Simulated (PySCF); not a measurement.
Identify the unknown among the candidates.

All candidates are C4H7F.

| technique | computed result |
| --- | --- |
| Triplet | lowest triplet excitation (Tamm–Dancoff): 4.43 eV [TDA CAM-B3LYP/def2-SVPD] |
| Rotational structure | rotational constants A, B, C: 8.609, 3.631, 2.637 GHz [GFN2-xTB] |
| NMR, other nuclei | isotropic shieldings of nuclei other than C and H, by class: 266 (1 F) ppm [GIAO PBE0/pcSseg-1] |
| Dipole | 1.95 D [CAM-B3LYP/def2-SVPD] |
| 1H NMR | chemical shifts (computed TMS as zero) by class: 5.30 (1 H), 1.97 (3 H), 1.71 (3 H) ppm [GIAO PBE0/pcSseg-1] |
| Polarisability | 51.2 au [CAM-B3LYP/def2-SVPD] |
| UV, first state | lowest singlet excitation: 6.70 eV (185 nm, f = 0.000) [TDDFT CAM-B3LYP/def2-SVPD] |
| 13C NMR | chemical shifts (computed TMS as zero) by class: 166.7 (1 C), 107.7 (1 C), 15.3 (1 C), 14.6 (1 C) ppm [GIAO PBE0/pcSseg-1] |

The electronic properties come from PySCF, for the isolated species, density fitting. Levels stand in brackets. Geometry: GFN2-xTB; no solvent, vibrations or thermal averaging. NMR values are class means; diastereotopic atoms form classes of their own.

Problem. Which candidate is it?
A. `FC1CCC1`
B. `C/C=C/CF`
C. `C/C=C(\C)F`
D. `CC/C=C\F`
E. `C=CCCF`

Solution. C. It is `C/C=C(\C)F`. Numbering: `[CH3:1]/[CH:2]=[C:3](\[CH3:4])[F:5]`. Its formula, C4H7F, gives 1 degree of unsaturation: 0 rings and 1 π bond in the structure found. 4 carbons fall into 4 classes; from least to most shielded: vinylic C–F carbon [C3] (166.7 ppm), alkene CH carbon [C2] (107.7 ppm), allylic carbon [C4] (15.3 ppm), allylic carbon [C1] (14.6 ppm). Hydrogen classes from least to most shielded: 1 H on an alkene CH carbon, C2 (5.30 ppm), 3 H on an allylic carbon, C4 (1.97 ppm), 3 H on an allylic carbon, C1 (1.71 ppm). The other shieldings belong to: 266 ppm, vinyl fluorine [F5]. The optimised geometry has point group Cs and is an asymmetric top.

The others, at the same levels:
- `FC1CCC1` fails: it has 3 carbon classes against 4; its computed 13C shifts are 89.4 (1 C), 32.3 (2 C), 11.7 (1 C) ppm, 1H shifts are 5.15 (1 H), 2.42 (2 H), 2.39 (2 H), 1.83 (1 H), 1.57 (1 H) ppm and lowest singlet excitation is 8.49 eV (146 nm, f = 0.013) (against 6.70 eV).
- `CC/C=C\F` fails: its computed 13C shifts are 157.0 (1 C), 120.9 (1 C), 21.2 (1 C), 17.3 (1 C) ppm, 1H shifts are 6.83 (1 H), 4.97 (1 H), 2.31 (2 H), 1.07 (3 H) ppm and lowest singlet excitation is 6.92 eV (179 nm, f = 0.027) (against 6.70 eV).
- `C=CCCF` fails: its computed 13C shifts are 145.3 (1 C), 122.4 (1 C), 88.0 (1 C), 42.2 (1 C) ppm, 1H shifts are 6.59 (1 H), 5.41 (1 H), 5.41 (1 H), 4.78 (2 H), 2.36 (2 H) ppm and lowest singlet excitation is 7.46 eV (166 nm, f = 0.258) (against 6.70 eV).
- `C/C=C/CF` fails: its computed 13C shifts are 133.2 (1 C), 131.7 (1 C), 86.3 (1 C), 22.0 (1 C) ppm, 1H shifts are 6.19 (1 H), 5.54 (1 H), 5.26 (2 H), 1.93 (3 H) ppm and lowest singlet excitation is 7.02 eV (177 nm, f = 0.004) (against 6.70 eV).

Each candidate is one conformer, not necessarily the lowest. The conformers computed, where there is a choice (atom-mapped SMILES and torsion angles):
- `[CH3:1][CH2:2]/[CH:3]=[CH:4]\[F:5]`: C1–C2–C3–C4 120°
- `[CH2:1]=[CH:2][CH2:3][CH2:4][F:5]`: C1–C2–C3–C4 121°, C2–C3–C4–F5 66°
- `[CH3:1]/[CH:2]=[CH:3]/[CH2:4][F:5]`: C2–C3–C4–F5 0°
